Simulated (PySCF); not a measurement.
# How good is the calculation?

Structure with atom numbers: `[Cl:1][CH:2]([Cl:3])[Cl:4]`. Hydrogens are named by the atom that carries them.

The experiment to reproduce: δ 13C C2 79.4; δ 1H H(C2) 7.90 ppm (measured; solution, CD3OD, 298 K; Fulmer et al., Organometallics 2010, 29, 2176).
δ 13C C2 79.2; δ 1H H(C2) 7.58 ppm (measured; solution, CD3CN, 298 K; Fulmer et al., Organometallics 2010, 29, 2176).
δ 13C C2 77.7 ppm (measured; solution, C6D5Cl, 298 K; Fulmer et al., Organometallics 2010, 29, 2176).
δ 13C C2 79.2; δ 1H H(C2) 8.32 ppm (measured; solution, DMSO-d6, 298 K; Fulmer et al., Organometallics 2010, 29, 2176).

[PySCF 2.14.0 with density-fitted response routines: geometry from PBE0-D3(BJ)/def2-SVP; NMR shieldings at PBE0/pcSseg-1/GIAO; non-relativistic; in vacuum; equivalent nuclei averaged; one conformer]

Question: How close does the calculation come?

Answer: 
Reference values: measured (solution, CD3OD, 298 K; Fulmer et al., Organometallics 2010, 29, 2176).
| atoms | quantity | reference | computed | computed, scaled |
| --- | --- | --- | --- | --- |
| C2 | δ 13C | 79.4 | 101.3 | 81.6 |
| H(C2) | δ 1H | 7.90 | 7.20 | 7.05 |

Reference values: measured (solution, CD3CN, 298 K; Fulmer et al., Organometallics 2010, 29, 2176).
```json
{"atoms": "C2", "quantity": "δ 13C", "reference": "79.2", "computed": "101.3", "computed, scaled": "81.6"}
{"atoms": "H(C2)", "quantity": "δ 1H", "reference": "7.58", "computed": "7.20", "computed, scaled": "7.05"}
```

Reference values: measured (solution, C6D5Cl, 298 K; Fulmer et al., Organometallics 2010, 29, 2176).
```
atoms  quantity  reference  computed  computed, scaled
   C2     δ 13C       77.7     101.3              81.6
```

Reference values: measured (solution, DMSO-d6, 298 K; Fulmer et al., Organometallics 2010, 29, 2176).
```
atoms  quantity  reference  computed  computed, scaled
   C2     δ 13C       79.2     101.3              81.6
H(C2)      δ 1H       8.32      7.20              7.05
```

Computed shifts are σ(ref) − σ with the named reference compound (TMS for H and C) calculated as an isolated molecule at the same level. The measured values may be among those fitted. Shieldings were converted by linear fits to measured shifts (mostly CDCl3, TMS scale, for H and C): 1H (scatter 0.21 ppm rms, 0.22 ppm with the 3 outliers that the fit left out); 13C (scatter 1.9 ppm rms, 2.3 ppm with the 23 outliers that the fit left out, with a fitted term for attached Cl). Occasional misses reach two or three times the rms, and more in compound classes unlike the fitted ones.

Question: How far are the unscaled 13C shifts from the references?

Answer: Mean signed difference +22.42 ppm, mean absolute 22.42 ppm over 4 comparisons; the largest is +23.6 ppm at C2 (sp3 CH bonded to 3 Cl).

Question: How far are the unscaled 1H shifts from the references?

Answer: Mean signed difference -0.73 ppm, mean absolute 0.73 ppm over 3 comparisons; the largest is -1.12 ppm at H(C2) (hydrogen on an sp3 CH bonded to 3 Cl).

7 of the 22 published NMR values on file for this molecule are compared. The rest: values from further sources, protons in aromatic solvents.

Carbons that carry Cl, above all several Cl atoms, come out too deshielded, partly because spin–orbit coupling is missing.
